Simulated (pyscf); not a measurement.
H₂N–SiH: (SMILES N[SiH]) [singlet] + SiH₄ (SMILES [SiH4]) -> HN=SiH–SiH₃ (SMILES N=[SiH][SiH3]) + H₂ (SMILES [H][H]), a concerted two-bond exchange (singlet surface; H–N, H–Si broken, Si–Si, H–H formed). Structures and frequencies: ωB97X-D3(BJ)/def2-SVP in PySCF. Energies in eV from the separated reactants.

Small-basis levels: PySCF, no dispersion term, spherical d functions. AM1 to PM7: differences of heats of formation from MOPAC, which are fitted to 298 K values and so differ in kind from electronic energies by zero-point and thermal terms. GFN2-xTB: tblite. Cost: rough CPU time at the saddle relative to B3LYP/6-31G*, from one job on a shared machine.

```tsv
level	barrier	reaction energy	cost
HF/STO-3G	4.45	+1.90	0.05
MP2/6-31G*	2.55	+0.74	0.1
SVWN5/6-31G*	1.37	+0.82	1
BP86/6-31G*	1.94	+0.79	1
PBE/6-31G*	1.83	+0.76	2
B3LYP/3-21G	2.59	+1.50	0.7
B3LYP/LANL2DZ	2.69	+1.45	0.7
B3LYP/6-311+G**	2.37	+1.04	2
B3LYP/def2-SVP	2.26	+1.11	1
GFN2-xTB	1.16	+0.08	under 0.02
AM1	2.76	+0.56	under 0.02
PM3	2.24	-0.33	under 0.02
ωB97M-D3(BJ)/def2-TZVP	2.18	+1.01	–
```

Against the last row the barrier runs from -1.02 (GFN2-xTB) to +2.26 eV (HF/STO-3G). ωB97M-D3(BJ)/def2-TZVP has limits of its own. HN=SiH–SiH₃ lies 1.24 eV over its isomer :HSi–NH–SiH₃ [singlet] (electronic energy, ωB97M-D3(BJ)/def2-TZVP). This is the saddle that the search found; another between the same sides may lie lower.
